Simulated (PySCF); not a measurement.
Cartesian coordinates in Å; atom numbers follow the order of the lines, from 1:
```xyz
15

C    -1.8356    0.7246    0.1438
C    -1.2510   -0.6037   -0.3308
C     0.0026   -0.9536    0.4381
N     1.0780   -1.7601   -0.2333
C     1.3195   -0.5441   -0.0226
C     2.2702    0.5518   -0.1573
H    -1.1293    1.5366   -0.0167
H    -2.0658    0.6776    1.2059
H    -2.7508    0.9527   -0.3970
H    -1.0121   -0.5488   -1.3957
H    -1.9911   -1.3964   -0.1964
H    -0.1449   -1.1490    1.4974
H     1.8219    1.3468   -0.7540
H     3.1895    0.2130   -0.6317
H     2.4946    0.9607    0.8284
```

Geometry: GFN2-xTB; GIAO shifts from PySCF 2.14.0 with density-fitted response routines, gas phase, non-relativistic, averaged over equivalent atoms.

At wB97X-D/pcSseg-1 (147 basis functions, 17 s wall time on 1 thread of an Arm Neoverse V1, shared host):
| atoms | δ (ppm) |
| --- | --- |
| C5 | 185.0 |
| C3 | 33.4 |
| C2 | 33.2 |
| C6 | 16.1 |
| C1 | 15.5 |
| N4 | 334.0 |
| H13/H14/H15 | 2.66 |
| H11 | 2.23 |
| H12 | 1.37 |
| H7/H8/H9 | 1.01 |
| H10 | 0.32 |

Shifts are taken against calculated references (same method and geometry level): 13C (σ = 187.07 ppm), 1H (σ = 31.83 ppm) vs TMS; 15N (σ = 266.03 ppm) vs NH3.

Task: Predict the values at PBE0/pcSseg-1 on the same geometry.

Result: 
```json
{"atoms": "C5", "δ at PBE0/pcSseg-1": "183.6", "change": "-1.4"}
{"atoms": "C3", "δ at PBE0/pcSseg-1": "34.8", "change": "+1.4"}
{"atoms": "C2", "δ at PBE0/pcSseg-1": "33.5", "change": "+0.3"}
{"atoms": "C6", "δ at PBE0/pcSseg-1": "16.1", "change": "+0.0"}
{"atoms": "C1", "δ at PBE0/pcSseg-1": "15.3", "change": "-0.2"}
{"atoms": "N4", "δ at PBE0/pcSseg-1": "335.3", "change": "+1.3"}
{"atoms": "H13/H14/H15", "δ at PBE0/pcSseg-1": "2.69", "change": "+0.03"}
{"atoms": "H11", "δ at PBE0/pcSseg-1": "2.27", "change": "+0.04"}
{"atoms": "H12", "δ at PBE0/pcSseg-1": "1.39", "change": "+0.02"}
{"atoms": "H7/H8/H9", "δ at PBE0/pcSseg-1": "1.00", "change": "-0.01"}
{"atoms": "H10", "δ at PBE0/pcSseg-1": "0.34", "change": "+0.02"}
```

Shifts are taken against calculated references (same method and geometry level): TMS for 13C (σref 186.93) and 1H (σref 31.72); NH3 for 15N (σref 267.73).

The largest change is at C3 (three-membered-ring carbon). Cost: 147 basis functions, 14 s wall time on 1 thread of an Arm Neoverse V1, shared host. The order of the carbon signals is the same at both levels.

Experimental scales use liquid or dissolved standards, which lie at an offset from isolated NH3 (liquid NH3: subtract about 20 ppm). Unscaled 15N shifts of sp2 nitrogen come out 20 to 40 ppm too high even then.
